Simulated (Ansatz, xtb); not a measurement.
Group exchange: HOF + CH4O → H2O2 + CH3F

Species: HOF (hypofluorous acid) `OF`, singlet; CH4O `CO`, singlet; H2O2 (hydrogen peroxide) `OO`, singlet; CH3F `CF`, singlet. The partners trade F for OH: O–F and C–OH bonds give way to O–OH and C–F.

Shapes, held fixed at every level: PBE0-D4/def2-TZVP. Flexible molecules stand in one conformer, not always the lowest. Programs: Ansatz 0.2.0, xtb 6.7.1. The zero-point and thermal change to 298 K, harmonic and unscaled (PBE0-D4/def2-TZVP), is +1.4 kJ/mol.

Problem. Estimate ΔH(298 K) of this reaction.

Solution. The highest level, CCSD(T)/CBS estimate, gives ΔH(298 K) = -83.6 kJ/mol; the levels span -94.6 to -73.7. The column of differences is taken from that level and isn't an error. No measured value is set beside it here. The CBS estimate extrapolates MP2 from def2-TZVPP and def2-QZVPP and adds CCSD(T) − MP2 in the triple-zeta set, cores frozen. Times are processor times on shared x86 and Arm servers, and rough.

```tsv
level	kind	ΔH(298 K) (kJ/mol)	less CCSD(T)/CBS estimate	CPU time (sum over the molecules)
GFN2-xTB	semi-empirical	-73.7	+9.9	0.16 s
HF/def2-TZVPP	Hartree–Fock	-94.6	-11.0	–
SPW92/def2-TZVPP	LDA	-81.1	+2.5	3.1 s
r2SCAN-D4/def2-TZVPP	meta-GGA	-80.8	+2.8	12 s
B3LYP-D4/def2-TZVPP	global hybrid	-82.4	+1.2	6.8 s
BHLYP-D4/def2-TZVPP	global hybrid	-88.0	-4.4	5.6 s
r2SCAN0-D4/def2-TZVPP	global hybrid	-84.5	-0.9	11 s
CCSD/def2-TZVPP	coupled cluster or CI	-84.5	-0.9	–
CCSD(T)/CBS estimate	coupled cluster or CI	-83.6	0.0	4.3 min
```
